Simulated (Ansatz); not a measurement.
input.yaml (Ansatz)

```yaml
crystal:
  lattice:
    - [0.0, 1.9497196818, 1.9497196818]
    - [1.9497196818, 0.0, 1.9497196818]
    - [1.9497196818, 1.9497196818, 0.0]
  atoms:
    - { symbol: Rh, position: [0.0, 0.0, 0.0], spin: 1.0, spin_axis: [0, 0, 1] }
hamiltonian:
  xc: blyp
  pseudopotentials:
    kind: paw_fr
    azcp:
      Rh: "pseudopotentials/Rh.paw.azcp"
basis:
  ecutwfc: 420
  fft_grid_basis: typed
kpoints:
  mp_grid: { grid: [14, 14, 14], shift: [0, 0, 0] }
magnetization:
  noncollinear: true
  spin_orbit: true
scf:
  occupations: { method: fermi_dirac, width: 0.05 }
```

and its output:

```
Engine: ansatz 0.2.0, aarch64-unknown-linux-gnu
Pseudopotentials: kind: paw_fr
Pseudopotential: Rh, paw_fr, valence charge 17, recommended cutoff 420 eV (normal) 
Functional definition: BLYP
  parameter beta = 0.0042
  parameter a = 0.04918
  parameter b = 0.132
  parameter c = 0.2533
  parameter d = 0.349
  exchange = b88_x(beta = beta)
  correlation = lyp_c(a = a, b = b, c = c, d = d)
Crystal: 1 atoms, lattice volume = 14.823 Å³
Basis set: ecut = 420 eV, 283 PW (Γ), exchange–correlation on 40×40×40 points (8 copies of the dense FFT grid, shifted against one another)
Bands: 26, of which v1, the nominal top of the filled ones, is band 17 counted from 1 (16 counted from 0)
Symmetry: 8 space group operations + 8 with time reversal
Magnetic group: BNS 139.537 (UNI 1197), of the structure as read, at distance tolerance 2.5e-5 Å
k-points: 244 of 2744 (time reversal used)
Projection manifold: j_resolved (fully-relativistic pseudo-atomic orbitals)
Non-local potential: Rh, projectors of the file, l = 0: 3, l = 1: 4, l = 2: 4, l = 3: 2
PAW form: soft (Blöchl's): semilocal exchange-correlation on the pseudo side does not see the compensation charge
PAW frozen core: Rh, regenerated for the run's functional, and the local potential with it (the file was generated under x = pbe(κ = 0.804, μ = 0.2195149727645171), c = pbe(β = 0.06672455060314922))
PAW one-centre angular grid: Rh, 590 points (default); XC on its mesh's 2763 points in the sphere
Initial density: superposition of atomic densities (chi_scale 0.1, normalization cell)
Starting moments: Σ|m| = 1 μB on 1 of 1 site
Initial wavefunctions: pseudopotential atomic-orbital guess
Functional: x = b88, c = lyp
SCF iter   1: F=—  HF=-6419.260535 eV  |F-HF|=—  |Δ(HF+E_count)|=         —  Δρ=9.86e-2  dr2=1.34e0  dr2_m=1.96e-1  ethr=3.10e-3  |M|=4.64e-1 ∫|m|=4.74e-1 μB  |m|>n=0.0e0 m-floor=0.0e0 τ_xc=0.0e0  β_m=0.30  ⟨swp⟩=6.4  Hψ=31397  notcnv=0  defer=51
SCF iter   2: F=—  HF=-6419.036780 eV  |F-HF|=—  |Δ(HF+E_count)|=   2.24e-1  Δρ=6.07e-2  dr2=4.94e-1  dr2_m=1.25e-1  ethr=3.10e-3  |M|=4.04e-1 ∫|m|=4.17e-1 μB  |m|>n=0.0e0 m-floor=0.0e0 τ_xc=6.0e-7  β_m=0.30  ⟨swp⟩=2.0  Hψ=9690  notcnv=0  defer=658
SCF iter   3: F=—  HF=-6418.909399 eV  |F-HF|=—  |Δ(HF+E_count)|=   1.27e-1  Δρ=4.78e-2  dr2=1.10e-2  dr2_m=7.76e-2  ethr=2.91e-3  |M|=3.56e-1 ∫|m|=3.74e-1 μB  |m|>n=0.0e0 m-floor=0.0e0 τ_xc=2.6e-6  β_m=0.30  ⟨swp⟩=2.1  Hψ=9262  notcnv=0  defer=658
...
iter 15 did not close the SCF: its close was put off for a magnetic moment that had not settled (scf_convergence_deferred on its scf_iter line)
SCF iter  15: F=-6418.958703 eV  HF=-6418.958703 eV  |F-HF|=1.64e-9  |Δ(HF+E_count)|=   7.95e-8  Δρ=1.05e-5  dr2=6.07e-10  dr2_m=3.79e-9  ethr=2.19e-10  |M|=3.87e-5 ∫|m|=5.22e-5 μB  |m|>n=0.0e0 m-floor=0.0e0 τ_xc=1.1e-11  β_m=0.83  ⟨swp⟩=1.0  Hψ=17246  notcnv=0
iter 16 did not close the SCF: its close was put off for a magnetic moment that had not settled (scf_convergence_deferred on its scf_iter line)
SCF iter  16: F=-6418.958703 eV  HF=-6418.958703 eV  |F-HF|=3.27e-11  |Δ(HF+E_count)|=   2.92e-9  Δρ=8.93e-7  dr2=1.84e-12  dr2_m=2.71e-11  ethr=3.57e-12  |M|=2.42e-6 ∫|m|=5.34e-6 μB  |m|>n=0.0e0 m-floor=0.0e0 τ_xc=8.6e-14  β_m=0.91  ⟨swp⟩=1.0  Hψ=17161  notcnv=0
SCF iter  17: F=-6418.958703 eV  HF=-6418.958703 eV  |F-HF|=4.55e-12  |Δ(HF+E_count)|=  3.91e-11  Δρ=1.06e-7  dr2=4.88e-13  dr2_m=2.97e-13  ethr=1.00e-12  |M|=1.87e-7 ∫|m|=3.26e-7 μB  |m|>n=0.0e0 m-floor=0.0e0 τ_xc=4.7e-16  ⟨swp⟩=1.0  Hψ=13591  notcnv=0
WARN: the starting moments were not kept: the SCF closed with an absolute magnetisation of 3.2e-7 μB, where they sum to 1 μB in size (1 site). That is at most 0.1 of that sum. Measured as dr2_m measures the in/out step, that magnetisation stands 4.5e-14 eV from none, at or under the dr2_threshold of 1.0e-7 eV: it is no larger than a step whose dr2_m would equal this threshold. The system may hold no moment; this SCF shows only that its start led to no more than that. To try another start: raise the starting moments (crystal.atoms[].spin, magnetization.per_species, magnetization.initial_magnetization, or on a non-collinear deck that types none of these the spinor_matrix: blocks that start its atoms; where the total moment is fixed, keep their sum and leave initial_magnetization as it is; typed ones take the place of any that the run laid by itself, positive ones on a crystal's lanthanoids without a Hubbard term where scf.initial_density.shell_occupations: [] is typed) or, if the notice of its spin-set hold's release reads "site moments contracting" or "site moments show no strong build", lengthen the hold (scf.mixing.spin_hold: { on: { confirm: 4 } }; for m-r²SCAN on two components see the key's manual first). Each may lead to a state that holds a moment. A second SCF, from the converged charge density, with the starting moments and any scf.initial_density.shell_occupations laid on it anew, would have followed, and was not run: the deck does not ask for one (magnetization.retry_lost_moments is false, the default). To let it run, set magnetization.retry_lost_moments: true and run the deck again, where that key's refused combinations let it; where memory then withholds it, that run's warning says so.
SCF 1 converged in 17 iterations: F = -6418.958703 eV  dr2 = 4.88e-13
SCF converged after 17 iterations
Stability not checked: this state was not tested for a lower state beside it, because this non-collinear magnet's GGA is evaluated by the locally collinear projection, under which the energy is not smooth in the magnetisation (locally_collinear_gga; see scf.lower_state_search)
Magnetization: |M| = 0.0000 μB,  M = (+0.0000, +0.0000, +0.0000) μB
Absolute magnetization: 0.0000 μB (∫|m|, with the PAW one-centre terms)
  site 0: m = (+0.0000, +0.0000, +0.0000) μB, |m| = 0.0000 μB  (R = 1.14 Å)
Free energy (F): -6418.958703 eV
Harris-Foulkes:  -6418.958703 eV  (|F-HF|=4.55e-12)
Internal energy: -6418.947660 eV  (E = F + TS)
E sigma→0 (E₀):  -6418.953181 eV
Entropy (-TS):   -0.011042 eV (-11.042 meV/atom)
Fermi energy:    20.803007 eV
--- Per-component energies (eV) ---
  E_band       = -107.150657
  E_kinetic    = 572.567836
  E_local      = -1659.263890  (includes V_loc(G=0)·N_el)
  E_nonlocal   = 354.148592
  E_hartree    = 584.285495
  E_xc         = -218.232050
  E_vxc        = -273.182619  (∫ρ·V_xc dr)
  E_paw        = -3606.049915  (= ΣΔE_a)
  E_vpaw       = -269.992415  (= ΣTr[D̂ρ^β])
  E_aug_tail   = 0.000850  (compensation charges beyond the density's cutoff)
  E_ewald      = -2446.491723
  E_core_change = 0.087145  (= ΣΔE_core)
  E_smearing   = -0.011042  (= −TS)
  E_closure    = 0.000000  (closes the sum)
  Σ components = -6418.958703   (vs F -6418.958703, Δ=0.00e0)
```
